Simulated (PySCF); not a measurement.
Simulated C 1s region for (chloromethyl)cyclopropane (`ClCC1CC1`), binding energy against the vacuum level.

Every computed line was given a Gaussian of 1.0 eV full width at half maximum and an area set by the number of equivalent atoms; the highest printed point is 100. The calculation used PySCF 2.14.0, delta-SCF UKS SCAN, pcX-2 on the ionised atom, pcseg-1 elsewhere, spin-free X2C.

binding energy (eV), intensity and a bar:
```
    289.4          0 
    289.5          0 
    289.6          1 
    289.7          2 #
    289.8          3 #
    289.9          6 ##
    290.0         10 ###
    290.1         16 #####
    290.2         25 #######
    290.3         35 ###########
    290.4         48 ##############
    290.5         62 ##################
    290.6         75 #######################
    290.7         87 ##########################
    290.8         96 #############################
    290.9        100 ##############################
    291.0         99 ##############################
    291.1         93 ############################
    291.2         84 #########################
    291.3         72 ######################
    291.4         59 ##################
    291.5         48 ##############
    291.6         39 ############
    291.7         33 ##########
    291.8         30 #########
    291.9         30 #########
    292.0         31 #########
    292.1         33 ##########
    292.2         35 ##########
    292.3         35 ##########
    292.4         34 ##########
    292.5         31 #########
    292.6         27 ########
    292.7         23 #######
    292.8         18 #####
    292.9         13 ####
    293.0          9 ###
    293.1          6 ##
    293.2          4 #
    293.3          2 #
    293.4          1 
    293.5          1 
    293.6          0 
    293.7          0 
    293.8          0
```

Question: How many maxima does the curve show, and how many computed lines lie under it?

Answer: The curve has 2 maxima (at 290.9 and 292.3 eV). Under it lie 3 lines from 3 inequivalent carbon sites. At this width some lines have no maximum of their own.

Question: Decompose the envelope and assign each component. Numbering: `[Cl:1][CH2:2][CH:3]1[CH2:4][CH2:5]1`.

Answer: 
```json
{"position (eV)": "290.86", "relative area": "2", "line": "C 1s", "atoms": "C4/C5", "environment": "three-membered-ring carbon"}
{"position (eV)": "291.07", "relative area": "1", "line": "C 1s", "atoms": "C3", "environment": "three-membered-ring carbon"}
{"position (eV)": "292.31", "relative area": "1", "line": "C 1s", "atoms": "C2", "environment": "sp3 C–Cl carbon"}
```

The listed C 1s values span 1.45 eV, from C4/C5 (bonded to 2 C and 2 H) to C2 (bonded to Cl, C and 2 H). The widest gap between neighbouring values is 1.24 eV, between 291.07 and 292.31 eV.

Shake-up satellites, vibrational structure and lifetime widths aren't simulated. One atom of each set of topologically equivalent atoms was ionised and stands for the set; in this conformer not all members are related by symmetry, and their own values weren't computed. One conformer (not necessarily the lowest) at the PBE0-D3(BJ)/def2-SVP geometry, without solvent, vibrations or thermal averaging.

Shape of the structure used: `[Cl:1][CH2:2][CH:3]1[CH2:4][CH2:5]1`: Cl1–C2–C3–C4 -79°.
